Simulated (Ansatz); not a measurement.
Born–Oppenheimer molecular dynamics of FH$_{5}$SSi (8 atoms, charge 0, multiplicity 1). It starts at the highest image of a converged band. Of that band: Neighbouring images differ by up to 2.3 eV, so the band resolves the path poorly. A vibrational analysis at the climbing image gives one clearly imaginary mode, 1234i cm⁻¹: a first-order saddle point.

Level of theory: RKS BLYP/6-31G* (Ansatz 0.2.0).

| Item | Value |
| --- | --- |
| ensemble | NVE (velocity Verlet) |
| time step | 0.5 fs |
| steps asked | 200 |
| starting velocities drawn for | 100 K |
| seed | 10283 |

First frame:

```xyz
8
Properties=species:S:1:pos:R:3
Si -0.164 -0.054 -0.141
H -0.146 0.266 1.549
H 1.153 -0.722 0.121
H -0.116 1.386 -0.500
F -0.664 -0.992 -1.386
S -2.596 0.083 0.695
H -2.716 -1.217 1.089
H -1.185 0.272 1.521
```

(1) How far do the bonds stretch over the last three quarters of this one trajectory? (Pairs bonded in most of those frames.)

Results:

(1) 
```
  bond  mean (Å)  spread (Å)  shortest  longest
Si1–H2     1.509       0.051      1.43     1.59
Si1–H3     1.506       0.023      1.47     1.55
Si1–H4     1.499       0.010      1.48     1.52
Si1–F5     1.653       0.013      1.63     1.67
 S6–H7     1.366       0.005      1.36     1.37
 S6–H8     1.394       0.069      1.29     1.50
```

Mean temperature of the second half: 2394 K. The conserved energy stayed within 0.15 meV per atom of its start (net change -0.1 meV per atom), so the integration is sound. The kinetic energy rose, since the run started high on the potential surface and went downhill. It ends in pieces (FH3Si + H2S), so much of that is their flight and rotation, not heat. A run of 0.1 ps of so small a system gives no equilibrium averages. The orbitals stay closed-shell, which can raise the energy where a bond breaks towards radicals; this wasn't checked here.

Time of the run: 5.7 min on 1 thread of Arm Neoverse V1, with other jobs on the host, peak memory 0.1 GiB.
